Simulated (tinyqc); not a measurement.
Worked calculation: Pariser-Parr-Pople SCF with singles CI, for the molecule c1cc[nH]c1 (SMILES; centres numbered as the heavy atoms are written). One step of it, computed by the program tinyqc.

Task: PPP integrals. Mataga-Nishimoto: gamma = 14.399645/(R + a), a = 2 x 14.399645/(gamma_rr + gamma_ss); H_rr = -W_r - sum_(s != r) z_s gamma_rs; H_rs = beta for bonds.

Centres (angstrom, eV; a flat drawing with bonds scaled to 1.40 angstrom):
```
centre          x          y  core charge z          W   gamma_rr
1C       1.191000   0.000000              1  12.670000  11.620000
2C       0.368000   1.133000              1  12.670000  11.620000
3C      -0.963000   0.700000              1  12.670000  11.620000
4N      -0.963000  -0.700000              2  29.370000  18.010000
5C       0.368000  -1.133000              1  12.670000  11.620000
```

Resonance integrals (eV):
```
i  j       beta
1  2  -2.570000
2  3  -2.570000
3  4  -2.430000
4  5  -2.430000
5  1  -2.570000
```

Give: repulsion gamma_rs; core matrix H.

Result:

repulsion gamma_rs (eV), order 1C, 2C, 3C, 4N, 5C:
```
[[11.6200, 5.4553, 4.1094, 4.4487, 5.4553],
 [5.4553, 11.6200, 5.4567, 4.4481, 4.1081],
 [4.1094, 5.4567, 11.6200, 6.0708, 4.1089],
 [4.4487, 4.4481, 6.0708, 18.0100, 6.0716],
 [5.4553, 4.1081, 4.1089, 6.0716, 11.6200]]
```

core matrix H (eV), order 1C, 2C, 3C, 4N, 5C:
```
[[-36.5873, -2.5700, 0.0000, 0.0000, -2.5700],
 [-2.5700, -36.5864, -2.5700, 0.0000, 0.0000],
 [0.0000, -2.5700, -38.4866, -2.4300, 0.0000],
 [0.0000, 0.0000, -2.4300, -50.4092, -2.4300],
 [-2.5700, 0.0000, 0.0000, -2.4300, -38.4856]]
```
